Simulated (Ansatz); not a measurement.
# A ladder of methods for SiH2O2 (SMILES O[Si]O)

The species is SiH2O2 (5 atoms), meant as a singlet with charge 0. As SMILES, `O[Si]O`. Geometry: optimised at r2SCAN/def2-SVP. This is one conformer, not always the lowest.

| atom | x (Å) | y (Å) | z (Å) |
| --- | --- | --- | --- |
| O | -1.4590 | -0.1055 | -0.2790 |
| Si | -0.2182 | -0.8081 | 0.5799 |
| O | 1.0328 | 0.1945 | 0.0621 |
| H | -1.2099 | 0.6517 | -0.8331 |
| H | 1.9043 | -0.0063 | 0.4286 |

Quantity: the dissociation energy of the O3–Si2 bond into doublet OH and doublet SiOH (shapes relaxed at r2SCAN/def2-SVP, no zero-point term), in eV. The values are calculated.

```tsv
level	kind	program	value (eV)	less CCSD(T)/def2-TZVPP	CPU time (all runs)
HF/def2-TZVPP	Hartree–Fock	Ansatz	4.00	-1.46	5.3 s
PBE/def2-TZVPP	GGA	Ansatz	5.52	+0.06	7.7 s
r2SCAN/def2-TZVPP	meta-GGA	Ansatz	5.43	-0.03	13 s
B3LYP/def2-TZVPP	global hybrid	Ansatz	5.35	-0.11	6.4 s
wB97M-V/def2-TZVPP	range-separated hybrid	Ansatz	5.65	+0.19	29 s
MP2/def2-TZVPP	perturbation theory	Ansatz	5.82	+0.36	9.3 s
CCSD(T)/def2-TZVPP	coupled cluster or CI	Ansatz	5.46	0.00	31 s
```

Differences are taken from CCSD(T)/def2-TZVPP for orientation; it has basis-set and higher-order errors of its own. The values span 4.00 to 5.82 eV. Hartree–Fock misses the correlation of the electron pair that is broken and comes out low. Measured bond enthalpies also hold zero-point and thermal terms, a few tenths of an eV less. In so small a basis fixed costs decide the times, and correlated methods can beat functionals. CPU times are rough (shared hosts, several kinds of processor and program).
